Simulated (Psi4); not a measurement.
# r2SCAN/def2-TZVP run of AlH3S (SMILES [AlH2][SH])

What is the energy change on altering one bond length of AlH3S at r2SCAN/def2-TZVP? 

Program for the calculation: Psi4 1.11.

7 further runs of the same task are left out: 6 that didn't finish, 1 set aside as unsound or not needed.

## Step 1: The structure to begin with

AlH3S has 5 atoms, charge 0, and is taken as a singlet. SMILES: `[AlH2][SH]`. Geometry: relaxed at PBE0-D4/def2-TZVP.

Bond lengths: Al1–S2 2.181 Å, Al1–H3 1.579 Å, Al1–H4 1.581 Å, S2–H5 1.344 Å. Angles: Al1–S2–H5 93.7°, S2–Al1–H3 116.5°, S2–Al1–H4 118.9°, H3–Al1–H4 124.6°.

## Step 2: Energy and gradient at r2SCAN/def2-TZVP

input.json reads:

```json
{
 "schema_name": "qcschema_input",
 "schema_version": 1,
 "molecule": {
  "schema_name": "qcschema_molecule",
  "schema_version": 2,
  "symbols": ["Al", "S", "H", "H", "H"],
  "geometry": [-1.16426027, -0.12132042, -0.34336324, 2.13368977, -0.64836503, 2.07227367, -3.74487026, -1.22851095, 0.66348284, -0.83355819, 1.31524938, -2.94116974, 3.70329629, 0.54386318, 0.47054181],
  "molecular_charge": 0,
  "molecular_multiplicity": 1,
  "fix_symmetry": "c1"
 },
 "driver": "gradient",
 "model": {
  "method": "r2scan",
  "basis": "def2-TZVP"
 },
 "keywords": {
  "puream": true,
  "e_convergence": 1e-09,
  "d_convergence": 1e-08,
  "scf_type": "pk",
  "dft_radial_points": 99,
  "dft_spherical_points": 590,
  "scf_properties": ["QUADRUPOLE", "MAYER_INDICES", "WIBERG_LOWDIN_INDICES"]
 }
}
```

Launch:

```console
$ psi4 --qcschema input.json -n 1 --memory 1600MB
```

stdout:

```text
[...]
  Running in c1 symmetry.
[...]
  Nuclear repulsion =   73.814899680884807
[...]
  Multiplicity = 1
[...]
  Nalpha       = 16
  Nbeta        = 16
[...]
    Number of basis functions: 92
[...]
   @RKS iter   1:  -642.32104342609625   -2.98182e-01   5.48769e-03 DIIS/ADIIS
[...]
   @RKS iter  11:  -642.41226507945123   -9.09495e-13   2.05688e-09 DIIS
[...]
    Orbital Energies [Eh]
    ---------------------
    Doubly Occupied:
       1A    -88.530983     2A    -55.764992     3A     -7.846323
       4A     -5.790963     5A     -5.786562     6A     -5.785026
       7A     -4.077471     8A     -2.620390     9A     -2.612684
      10A     -2.610351    11A     -0.688642    12A     -0.405831
      13A     -0.369270    14A     -0.291094    15A     -0.282825
      16A     -0.256069
[...]
  @RKS Final Energy:  -642.41226507945123
   => Energetics <=
    Nuclear Repulsion Energy =             73.8148996808848068
    One-Electron Energy =               -1036.1262376143176880
    Two-Electron Energy =                 365.3147459503213099
    DFT Exchange-Correlation Energy =     -45.4156730963396882
    Empirical Dispersion Energy =           0.0000000000000000
    VV10 Nonlocal Energy =                  0.0000000000000000
    Total Energy =                       -642.4122650794512310
[...]
 Multipole Moments:
 ------------------------------------------------------------------------------------
     Multipole            Electronic (a.u.)      Nuclear  (a.u.)        Total (a.u.)
 ------------------------------------------------------------------------------------
 L = 1.  Multiply by 2.5417464519 to convert [e a0] to [Debye]
 Dipole X            :          0.4352092           -0.4192212            0.0159881
 Dipole Y            :         -0.5671286            0.7446734            0.1775449
 Dipole Z            :          1.2678712           -1.5994045           -0.3315333
 Magnitude           :                                                    0.3764202
 L = 2.  Multiply by 1.3450342976 to convert [e a0^2] to [Debye ang]
 Quadrupole XX       :       -129.6847885          108.6323043          -21.0524842
 Quadrupole XY       :          8.5142223           -8.3765250            0.1376973
[...]
  -Total Gradient:
     Atom            X                  Y                   Z
    ------   -----------------  -----------------  -----------------
       1        0.000526219335    -0.000108990820     0.000440733733
       2       -0.000131512693     0.000371941251    -0.000767176323
       3       -0.000295482483    -0.000125685077     0.000110221021
       4        0.000100775348     0.000131642159    -0.000210760700
       5       -0.000185390858    -0.000187518558     0.000278023032
[...]
```

The result, in JSON:

```text
{
 "driver": "gradient",
 "model": {
  "method": "r2scan",
  "basis": "def2-TZVP"
 },
 "success": true,
 "return_result": [0.0005262193352249533, -0.00010899081956812495, 0.00044073373272062594, -0.00013151269300750498, 0.00037194125125356026, -0.0007671763228352113, -0.0002954824833816677, -0.0001256850771525972, 0.0001102210212953203, 0.00010077534819404564, 0.0001316421593888506, -0.00021076069992410906, -0.00018539085764687768, -0.0001875185583862654, 0.0002780230319715804],
 "properties": {
  "calcinfo_nbasis": 92,
  "calcinfo_nmo": 92,
  "calcinfo_nalpha": 16,
  "calcinfo_nbeta": 16,
  "calcinfo_natom": 5,
  "nuclear_repulsion_energy": 73.8148996808848,
  "return_energy": -642.4122650794512,
  "return_gradient": [0.0005262193352249533, -0.00010899081956812495, 0.00044073373272062594, -0.00013151269300750498, 0.00037194125125356026, -0.0007671763228352113, -0.0002954824833816677, -0.0001256850771525972, 0.0001102210212953203, 0.00010077534819404564, 0.0001316421593888506, -0.00021076069992410906, -0.00018539085764687768, -0.0001875185583862654, 0.0002780230319715804],
  "scf_one_electron_energy": -1036.1262376143177,
  "scf_two_electron_energy": 365.3147459503213,
  "scf_xc_energy": -45.41567309633969,
  "scf_dipole_moment": [0.01598806834064792, 0.1775448900889499, -0.33153330819205773],
  "scf_total_energy": -642.4122650794512,
  "scf_total_gradient": [0.0005262193352249533, -0.00010899081956812495, 0.00044073373272062594, -0.00013151269300750498, 0.00037194125125356026, -0.0007671763228352113, -0.0002954824833816677, -0.0001256850771525972, 0.0001102210212953203, 0.00010077534819404564, 0.0001316421593888506, -0.00021076069992410906, -0.00018539085764687768, -0.0001875185583862654, 0.0002780230319715804],
  "scf_iterations": 11
 }
}
```

It took 29 s on 1 thread of Intel Xeon Platinum 8559C (Emerald Rapids), shared host; peak memory 0.88 GiB.

## Step 3: The distorted shape: a single-point energy at r2SCAN/def2-TZVP

alh3s_ase.py reads:

```python
import numpy as np
from ase.calculators.psi4 import Psi4
from ase import Atoms

mol = Atoms(['Al', 'S', 'H', 'H', 'H'], positions=[
    [1.022579, 0.638862, -0.821044],
    [2.767779, 0.359962, 0.457256],
    [-1.981700, -0.650100, 0.351100],
    [1.197579, 1.399062, -2.195744],
    [3.598379, 0.990862, -0.390344],
])
calc = Psi4(atoms=mol, method='r2scan', basis='def2-TZVP', memory='1600MB', num_threads=1, charge=0, multiplicity=1, label='alh3s', reference='rks')
calc.psi4.set_options({'puream': True, 'e_convergence': 1e-09, 'd_convergence': 1e-08, 'scf_type': 'pk', 'dft_radial_points': 99, 'dft_spherical_points': 590})
mol.calc = calc

print(f'energy: {mol.get_potential_energy():.6f} eV')
```

Launch:

```console
$ python alh3s_ase.py
```

alh3s.dat:

```text
[...]
  Running in c1 symmetry.
[...]
  Nuclear repulsion =   70.433047512402766
[...]
  Multiplicity = 1
[...]
  Nalpha       = 16
  Nbeta        = 16
[...]
    Number of basis functions: 92
[...]
   @RKS iter   1:  -642.17571596099333   -2.71117e-01   5.39941e-03 DIIS/ADIIS
[...]
   @RKS iter  15:  -642.26571228124226   -4.86921e-10   4.02036e-09 DIIS
[...]
    Orbital Energies [Eh]
    ---------------------
    Doubly Occupied:
       1A    -88.557805     2A    -55.827140     3A     -7.872725
       4A     -5.817385     5A     -5.813237     6A     -5.811216
       7A     -4.134296     8A     -2.675439     9A     -2.671065
      10A     -2.667397    11A     -0.713612    12A     -0.423589
      13A     -0.389398    14A     -0.311351    15A     -0.278655
      16A     -0.205000
[...]
  @RKS Final Energy:  -642.26571228124226
   => Energetics <=
    Nuclear Repulsion Energy =             70.4330475124027657
    One-Electron Energy =               -1028.2840266510454512
    Two-Electron Energy =                 360.8303791419941149
    DFT Exchange-Correlation Energy =     -45.2451122845937306
    Empirical Dispersion Energy =           0.0000000000000000
    VV10 Nonlocal Energy =                  0.0000000000000000
    Total Energy =                       -642.2657122812422585
[...]
 Multipole Moments:
 ------------------------------------------------------------------------------------
     Multipole            Electronic (a.u.)      Nuclear  (a.u.)        Total (a.u.)
 ------------------------------------------------------------------------------------
 L = 1.  Multiply by 2.5417464519 to convert [e a0] to [Debye]
 Dipole X            :          3.1019498           -1.9045003            1.1974495
 Dipole Y            :          0.5169129            0.1074264            0.6243393
 Dipole Z            :          0.3419243           -1.0199107           -0.6779864
 Magnitude           :                                                    1.5110759
[...]
```

On the terminal:

```text
energy: -17476.940227 eV
```

Run time: 31 s. Hardware: 1 thread of Intel Xeon Platinum 8559C (Emerald Rapids), shared host; peak memory 0.86 GiB.

## Step 4: Summary of results

Level: r2SCAN/def2-TZVP.

| quantity | value |
| --- | --- |
| first shape: total energy | -642.41227 Eh |
| first shape: dipole moment | 0.96 D |
| first shape: HOMO energy | -6.97 eV |
| first shape: LUMO energy | -1.82 eV |
| first shape: HOMO–LUMO gap | 5.15 eV |
| first shape: largest force on an atom | 0.044 eV/Å |
| distorted shape: total energy | -642.26571 Eh |
| distorted shape: dipole moment | 3.84 D |
| distorted shape: HOMO energy | -5.58 eV |
| distorted shape: LUMO energy | -4.14 eV |
| distorted shape: HOMO–LUMO gap | 1.44 eV |
| energy change with the Al1–H3 bond stretched from 1.579 to 3.473 Å | 3.988 eV |

What this shows: One bond (distorted shape) is far stretched, which a spin-restricted single reference describes badly; a broken-symmetry solution may lie lower. With the Al1–H3 bond stretched from 1.579 to 3.473 Å the energy rises by 3.99 eV (92 kcal/mol). The first shape isn't relaxed at this level, so the change isn't measured from a minimum. A restricted reference can't describe the breaking bond well at this length.
